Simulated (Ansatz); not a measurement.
## H$_{2}$Si–Ge⁺, quartet in cc-pVDZ: errors against UCCSDT(Q)

Geometry: that of the H2Si–Ge, triplet, kept fixed. The doublet lies 1.5 eV lower here.

```xyz
4

Si    0.0000    0.0000    1.6381
Ge    0.0000    0.0000   -0.7039
H     0.0000    1.1919    2.5412
H     0.0000   -1.1919    2.5412
```

Basis cc-pVDZ; Ansatz 0.2.0. Only valence electrons are correlated (noble-gas cores and the filled d shells of p-block atoms frozen), which leaves 9 electrons in 36 orbitals. Prefix R: restricted or restricted open-shell reference; prefix U: unrestricted. Active spaces: valence = (9e, 10o) chosen from the atoms' valence shells. No spin–orbit coupling is included, and no scalar relativity.

Full CI isn't at hand for all of this; UCCSDT(Q) serves as the reference, and is uncertain by about the last step of the cluster series. The frozen core follows each run's orbitals, which can shift R against U totals by a few meV for light atoms and by up to 0.1 eV past Ca.

The UHF ⟨S²⟩ is 3.761. The T1 diagnostic (RCCSD) is 0.0318 and the largest doubles amplitude (RCCSD) is 0.089. The T1 diagnostic (UCCSD) is 0.0240.

| level | E − E(UCCSDT(Q)) (kcal/mol) | share of correlation (%) | wall time |
| --- | --- | --- | --- |
| UHF | 102.29 | 2.02 | – |
| UMP2 | 25.50 | 75.57 | – |
| UCCSD | 4.47 | 95.72 | – |
| UCCSD(T) | 1.10 | 98.95 | 4 s |
| UCCSDT | 0.19 | 99.82 | – |

The correlation energy at UCCSDT(Q), counted from RHF, is -4.527 eV. That run took 16 s on 1 thread of Arm Neoverse V2, shared host.

Run but not shown, since their state or frozen core can't be matched to the reference's or they repeat it: RHF, RMP2, CISD, RCCSD, RCCSD(T), BCCD(T), RCCSDT, RCCSDT(Q), CASSCF (valence space), NEVPT2 (valence space), MRCISD (valence space), MRCISD+Q (valence space).

Times hold each run's SCF and search for its determinant on a shared host, so for small cases they say little of a method's own cost; they ran on 1 thread of Arm Neoverse V2.

Natural occupations of CASSCF (valence space) about the gap: 1.978 1.966 1.955 1.009 0.999 0.981 0.036 0.035 0.025 0.016; effectively unpaired electrons, Σ n²(2−n)², 3.03.
